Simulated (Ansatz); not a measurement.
Input file for C₂H₅NO, SMILES `NC1CO1`:

```yaml
crystal:
  periodic: [false, false, false]
  atoms:
    - {symbol: N, position_ang: [-0.917680, 0.936418, -0.380949]}
    - {symbol: C, position_ang: [0.237421, 0.391927, 0.206496]}
    - {symbol: C, position_ang: [0.389782, -1.035190, 0.421222]}
    - {symbol: O, position_ang: [1.157441, -0.374704, -0.580323]}
    - {symbol: H, position_ang: [-1.360614, 0.284148, -1.014622]}
    - {symbol: H, position_ang: [-0.713741, 1.790203, -0.883780]}
    - {symbol: H, position_ang: [0.729013, 1.078248, 0.891539]}
    - {symbol: H, position_ang: [0.948427, -1.410226, 1.275643]}
    - {symbol: H, position_ang: [-0.381649, -1.707025, 0.047672]}
basis:
  gaussian: {orbitals: def2-SVP}
correlation: {method: ccsd_t}
```

```sh
$ ansatz run in.yaml --threads 2 --pin off --events-out ev --progress --plain --max-ram 4352MiB
```

Output of Ansatz, abridged:

```
Functional definition: HF
822 factors; integrals over basis functions are off by at most 1.1e-3 eV
mean field evaluation 1: about -5650.5623 eV, gradient 3.3e1 eV
mean field evaluation 2: about -5650.5684 eV, gradient 3.3e1 eV
mean field evaluation 4: about -5653.0456 eV, gradient 3.9e0 eV
mean field evaluation 8: about -5653.0862 eV, gradient 3.2e-4 eV
mean field -5653.08623175 eV, -207.7470872172 hartree, gradient 1.4e-6 eV, S^2 0.000000; 0 other end points of the search recorded, 0 dependent functions left out
4 core orbitals not correlated: weight in the atoms' cores, before any rotation towards them, 1.000 or more for the frozen orbitals, at most 0.000 for the correlated occupied ones
reference -5653.08623175 eV, -207.7470872172 hartree; 12, 12 occupied and 65, 65 virtual orbitals, 822 factors
second order -17.06126091 eV of doubles, -0.00000000 eV of singles
cycle   1  -17.41752653 eV  change   -3.6e-1 eV  update   8.8e-2
cycle   2  -17.84373277 eV  change   -4.3e-1 eV  update   2.5e-2
cycle   3  -17.94938367 eV  change   -1.1e-1 eV  update   1.3e-2
cycle   4  -17.94520920 eV  change    4.2e-3 eV  update   2.7e-3
cycle   5  -17.94593828 eV  change   -7.3e-4 eV  update   1.1e-3
cycle   6  -17.94625333 eV  change   -3.2e-4 eV  update   3.5e-4
cycle   7  -17.94599651 eV  change    2.6e-4 eV  update   1.3e-4
cycle   8  -17.94595226 eV  change    4.4e-5 eV  update   4.0e-5
cycle   9  -17.94595749 eV  change   -5.2e-6 eV  update   1.2e-5
perturbative correction -0.52840343 eV, -0.0194184678 hartree
Total energy: -5671.56059267 eV, -208.4260074586 hartree
```

Hardware: 2 threads of an Arm Neoverse V1 on a shared host. Wall time 2.9 s, peak host memory 0.39 GiB.

Correlation energy per correlated electron: -0.770 eV. T1 diagnostic: 0.0109.
